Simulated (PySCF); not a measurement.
TDDFT excited states: SiCl2

Compound: SiCl2.
Structure used (PBE0-D3(BJ)/def2-SVP), in Å, numbered top down from 1:
```xyz
3
SiCl2 angstrom
Si     0.0052   -0.0069   -0.8869
Cl     1.6094   -0.0171    0.4529
Cl    -1.6147    0.0240    0.4340
```

Theory: TDDFT wB97X-D/def2-SVPD, vertical, gas phase, core orbitals frozen in the response in PySCF.

| state | E (eV) | E (hartree) | f | \|μ\| (D) | symmetry | main configurations (H = HOMO, L = LUMO) |
| --- | --- | --- | --- | --- | --- | --- |
| S1 | 3.85 | 0.1416 | 0.031 | 1.46 | B1 or B2 | H→L (99%) |
| S2 | 5.02 | 0.1843 | 0.0000 | 0.00 | – | H-1→L (99%) |
| S3 | 5.87 | 0.2157 | 0.017 | 0.87 | B1 or B2 | H-2→L (89%), H→L+1 (8%) |
| S4 | 6.43 | 0.2362 | 0.0093 | 0.62 | B1 or B2 | H-4→L (99%) |
| S5 | 6.59 | 0.2423 | 0.023 | 0.96 | A1 | H-3→L (55%), H→L+2 (43%) |
| S6 | 7.00 | 0.2572 | 0.241 | 3.01 | A1 | H→L+2 (51%), H-3→L (39%) |
| S7 | 7.01 | 0.2577 | 0.319 | 3.47 | B1 or B2 | H→L+1 (83%) |
| S8 | 7.37 | 0.2707 | 0.0000 | 0.00 | – | H-5→L (99%) |
| S9 | 7.88 | 0.2897 | 0.0010 | 0.18 | – | H→L+3 (90%) |
| S10 | 8.05 | 0.2957 | 0.059 | 1.39 | A1 | H-1→L+1 (92%) |

Triplets, Tamm–Dancoff:

| state | E (eV) | λ (nm) | main configurations (H = HOMO, L = LUMO) |
| --- | --- | --- | --- |
| T1 | 2.41 | 515.2 | H→L (97%) |
| T2 | 4.89 | 253.5 | H-1→L (99%) |
| T3 | 5.19 | 238.8 | H-2→L (98%) |
| T4 | 5.35 | 231.9 | H→L+1 (92%) |

The lowest singlet comes at 322 nm (372 kJ/mol) in the ultraviolet; it is of moderate strength; its leading configuration is HOMO→LUMO (99%). The most intense listed level is S7 at 7.01 eV (177 nm, f = 0.319), 3.16 eV above S1. Löwdin shares by element: HOMO silicon 55%, chlorine 45%; LUMO silicon 68%, chlorine 32%. Orbital energies (eV): HOMO-3 -12.51, HOMO-2 -11.65, HOMO-1 -11.18, HOMO -9.74, LUMO -1.29, LUMO+1 1.41, LUMO+2 1.60. Of the 10 states listed, 6 reach f = 0.01 and 2 stay under 0.0005. Weighted by f, the mean energy of these states is 6.91 eV. Symmetry labels in C2v follow from the direction of the transition dipole and are given only for states with f of 0.002 or more; B1 and B2 swap with the choice of axes. The window holds the lowest 10 singlets.

Hardware: one thread, Arm Neoverse V2, shared host. Cost: 2.5 s of wall time.
